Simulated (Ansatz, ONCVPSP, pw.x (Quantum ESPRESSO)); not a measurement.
## From atom to crystal: ONCV potential for lanthanum (La)

| Quantity | Value |
| --- | --- |
| Element | lanthanum |
| Generator | ONCVPSP 4.0.1.1 (patched build) |
| Type | optimised norm-conserving Vanderbilt (ONCV) |
| Functional | PBEsol |
| Relativity | scalar-relativistic |
| Frozen core | [Kr] 4d10 |
| Valence charge | 11 |
| Reference configuration | 5s2 5p6 5d1 6s2 |
| Partial waves | 5s+6s: rc 2.60 bohr, ncon 3, nbas 7, qcut 6 1/bohr, 2 projectors; 5p: rc 2.50 bohr, ncon 3, nbas 6, qcut 6 1/bohr, 2 projectors, debl 1.9 Ha; 5d: rc 3.40 bohr, ncon 5, nbas 10, qcut 3.9 1/bohr, 2 projectors, debl 0.6 Ha; f scattering state at 0.06 Ha: rc 2.70 bohr, ncon 3, nbas 6, qcut 4 1/bohr, 2 projectors, debl 2.6 Ha |
| Local potential | polynomial inside 2.05 bohr (lpopt 2, dvloc0 3 Ha) |
| Core correction | Teter function, fcfact 3.5, rcfact 1.6 |

In the f channel the program set the typed energies aside and used -0.161, 2.439 Ha.

Crystal test: bcc La in pw.x 7.5, no spin, 11³ k-points, Fermi–Dirac smearing 0.01 Ry, cutoffs 50/200 Ry. The lattice is a test structure that the element need not adopt, and mesh and smearing are coarse.

pw.x input:

```
&control
  calculation='scf', prefix='x', pseudo_dir='./', outdir='./tmp', tstress=.true., disk_io='none'
/
&system
  ibrav=0, nat=1, ntyp=1, ecutwfc=50, ecutrho=200, nbnd=13,
  occupations='smearing', smearing='fd', degauss=0.01
/
&electrons
  conv_thr=1e-09, mixing_beta=0.4, electron_maxstep=70
/
ATOMIC_SPECIES
La 1.0 La.UPF
CELL_PARAMETERS angstrom
  -2.05936622 2.05936622 2.05936622
  2.05936622 -2.05936622 2.05936622
  2.05936622 2.05936622 -2.05936622
ATOMIC_POSITIONS crystal
La 0.0000 0.0000 0.0000
K_POINTS automatic
11 11 11 0 0 0
```

```bash
pw.x < La.scf.in > La.scf.out
```

**Question.** How does the run end?

**Answer.** It converges; the pressure is 0.43 GPa against 0.10 GPa from all-electron LAPW.  The log shows:

```
     total energy              =     -70.75207350 Ry
     estimated scf accuracy    <       0.00322897 Ry
     iteration #  2     ecut=    50.00 Ry     beta= 0.40
     total energy              =     -70.75208109 Ry
     estimated scf accuracy    <       0.00050790 Ry
     iteration #  3     ecut=    50.00 Ry     beta= 0.40
     [... 9 repeated lines left out ...]
     total energy              =     -70.75220789 Ry
     estimated scf accuracy    <       0.00003878 Ry
     iteration #  4     ecut=    50.00 Ry     beta= 0.40
     [... 4 repeated lines left out ...]
     total energy              =     -70.75221310 Ry
     estimated scf accuracy    <       0.00000407 Ry
     iteration #  5     ecut=    50.00 Ry     beta= 0.40
     [... 6 repeated lines left out ...]
     total energy              =     -70.75221456 Ry
     estimated scf accuracy    <       0.00000018 Ry
     iteration #  6     ecut=    50.00 Ry     beta= 0.40
     [... 2 repeated lines left out ...]
     total energy              =     -70.75221457 Ry
     estimated scf accuracy    <       0.00000002 Ry
     iteration #  7     ecut=    50.00 Ry     beta= 0.40
     [... 1 repeated lines left out ...]
     total energy              =     -70.75221458 Ry
     estimated scf accuracy    <          2.9E-09 Ry
     iteration #  8     ecut=    50.00 Ry     beta= 0.40
     the Fermi energy is    11.7843 ev
!    total energy              =     -70.75221458 Ry
     estimated scf accuracy    <          1.3E-11 Ry
     smearing contrib. (-TS)   =      -0.01040622 Ry
     The total energy is F=E-TS. E is the sum of the following terms:
     one-electron contribution =      -3.83575124 Ry
     hartree contribution      =       7.00866337 Ry
     xc contribution           =     -17.33864233 Ry
     ewald contribution        =     -56.57607815 Ry
     convergence has been achieved in   8 iterations
          total   stress  (Ry/bohr**3)                   (kbar)     P=        4.31
     Message from routine punch:
     Nothing written, as per user request (disk_io='none')
```
